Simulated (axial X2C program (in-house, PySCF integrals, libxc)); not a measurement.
**Outer orbitals of AlO⁻ at 1.646 Å, BHandHLYP**

All values were computed with an in-house all-electron X2C program for linear molecules (integrals from PySCF). Spin-free means the one-electron spin-free X2C Hamiltonian; two-component (2c) means X2C with spin–orbit coupling and atomic mean-field two-electron Coulomb and Gaunt terms, so the difference of the two also holds small scalar two-electron terms. Basis: Al dyall-av3z [9s9p3d2f], O dyall-av3z [7s6p3d2f] (cores contracted in-house); Gaussian nuclei, density fitting, unrestricted open shells. Masses: Al 26.982 u, O 15.995 u.

The distance is close to the 2c PBE0 minimum; the highest filled and lowest empty levels are listed.

Spin-free orbitals, state M_S = 0, Λ = 0 (closed shell) (Löwdin shares):

```json
{"symmetry": "σα", "occupied": "yes", "ε (eV)": "-20.29", "atomic character": "74% O s, 9% Al p, 7% Al d"}
{"symmetry": "σα", "occupied": "yes", "ε (eV)": "-4.66", "atomic character": "70% O p, 22% Al s, 3% O s"}
{"symmetry": "π-α", "occupied": "yes", "ε (eV)": "-2.61", "atomic character": "79% O p, 12% Al p, 5% Al d"}
{"symmetry": "π+α", "occupied": "yes", "ε (eV)": "-2.61", "atomic character": "79% O p, 12% Al p, 5% Al d"}
{"symmetry": "σα", "occupied": "yes", "ε (eV)": "-1.48", "atomic character": "44% Al s, 26% Al p, 23% O p"}
{"symmetry": "σα", "occupied": "no", "ε (eV)": "2.77", "atomic character": "96% Al p, 2% Al s"}
{"symmetry": "π+α", "occupied": "no", "ε (eV)": "2.82", "atomic character": "98% Al p"}
{"symmetry": "π-α", "occupied": "no", "ε (eV)": "2.82", "atomic character": "98% Al p"}
{"symmetry": "σα", "occupied": "no", "ε (eV)": "3.62", "atomic character": "90% Al s, 5% Al p, 2% Al d"}
```

One partner of each degenerate Kramers or spin pair is listed.

Spinors with spin–orbit coupling (state Ω = 0):

| ω | occupied | ε (eV) | atomic character | λ mixture |
| --- | --- | --- | --- | --- |
| 1/2 | yes | -20.29 | 74% O s, 9% Al p, 7% Al d | 100% σ |
| 1/2 | yes | -4.66 | 70% O p, 22% Al s, 3% O s | 100% σ |
| 1/2 | yes | -2.62 | 79% O p, 12% Al p, 5% Al d | 100% π |
| 3/2 | yes | -2.60 | 79% O p, 12% Al p, 5% Al d | 100% π |
| 1/2 | yes | -1.48 | 44% Al s, 26% Al p, 23% O p | 100% σ |
| 1/2 | no | 2.78 | 96% Al p, 2% Al s | 100% σ |
| 1/2 | no | 2.82 | 98% Al p | 100% π |
| 3/2 | no | 2.82 | 98% Al p | 100% π |
| 1/2 | no | 3.62 | 90% Al s, 5% Al p, 2% Al d | 100% σ |

One partner of each degenerate Kramers or spin pair is listed.

Mulliken charges and populations of the two-component result (they depend on the basis, above all on diffuse functions):

Al -0.05 e (s 5.74 p 7.12 d 0.16 f 0.03), O -0.95 e (s 3.90 p 5.04 d 0.02).

One determinant describes the state; a PBE0 search over occupations chose it and may have missed a lower one.
